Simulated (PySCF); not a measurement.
C6H4.
InChI=1S/C6H4/c1-3-5-6-4-2/h1-2,5-6H/b6-5-

Method used: TDDFT B3LYP/def2-SVPD, vertical, gas phase, core orbitals frozen in the response in PySCF 2.14.0, density-fitted response routines. Geometry: PBE0-D3(BJ)/def2-SVP; no solvent, vibrations or thermal averaging.

```json
{"state": "S1", "λ (nm)": "268.3", "E (eV)": "4.62", "f": "0.358", "symmetry": "B1 or B2", "main configurations (H = HOMO, L = LUMO)": "H→L (93%)"}
{"state": "S2", "λ (nm)": "266.8", "E (eV)": "4.65", "f": "0.0000", "symmetry": "–", "main configurations (H = HOMO, L = LUMO)": "H-1→L (99%)"}
{"state": "S3", "λ (nm)": "263.2", "E (eV)": "4.71", "f": "0.0000", "symmetry": "–", "main configurations (H = HOMO, L = LUMO)": "H-2→L (99%)"}
{"state": "S4", "λ (nm)": "223.1", "E (eV)": "5.56", "f": "0.0002", "symmetry": "–", "main configurations (H = HOMO, L = LUMO)": "H→L+1 (96%)"}
{"state": "S5", "λ (nm)": "214.2", "E (eV)": "5.79", "f": "0.026", "symmetry": "A1", "main configurations (H = HOMO, L = LUMO)": "H-3→L (86%)"}
{"state": "S6", "λ (nm)": "200.9", "E (eV)": "6.17", "f": "0.0000", "symmetry": "–", "main configurations (H = HOMO, L = LUMO)": "H→L+2 (92%)"}
{"state": "S7", "λ (nm)": "187.1", "E (eV)": "6.63", "f": "0.013", "symmetry": "B1 or B2", "main configurations (H = HOMO, L = LUMO)": "H→L+3 (94%)"}
{"state": "S8", "λ (nm)": "180.7", "E (eV)": "6.86", "f": "0.0000", "symmetry": "–", "main configurations (H = HOMO, L = LUMO)": "H→L+5 (62%), H-2→L+1 (28%)"}
{"state": "S9", "λ (nm)": "174.8", "E (eV)": "7.09", "f": "0.0000", "symmetry": "–", "main configurations (H = HOMO, L = LUMO)": "H→L+4 (97%)"}
{"state": "S10", "λ (nm)": "172.5", "E (eV)": "7.19", "f": "0.300", "symmetry": "B1 or B2", "main configurations (H = HOMO, L = LUMO)": "H-1→L+1 (79%), H-4→L (12%)"}
```

Triplets (Tamm–Dancoff): T1 2.72 eV, H→L (97%); T2 4.40 eV, H-1→L (94%); T3 4.48 eV, H-2→L (95%); T4 4.66 eV, H-3→L (84%), H→L+5 (10%).

The lowest singlet comes at 268 nm (446 kJ/mol) in the ultraviolet; it is strong; its leading configuration is HOMO→LUMO (93%). The lowest level is also the most intense of those listed (f = 0.358). Löwdin shares by element: HOMO carbon 68% or more (atoms not listed hold the other 32%); LUMO carbon 70% or more (atoms not listed hold the other 30%). The oscillator strengths of these states sum to 0.697; summed over the whole spectrum of an exact calculation they would give the number of electrons, 40 (Thomas–Reiche–Kuhn). Of the 10 states listed, 4 reach f = 0.01 and 6 stay under 0.0005. The listed states span 2.57 eV, and the widest gap between neighbours is 0.85 eV (S3 to S4). The vertical ionisation energy (ΔSCF) is 8.76 eV, 1.57 eV above S10. Symmetry labels in C2v follow from the direction of the transition dipole and are given only for states with f of 0.002 or more; B1 and B2 swap with the choice of axes. Only the lowest 10 singlets were computed, as vertical energies without vibronic structure.
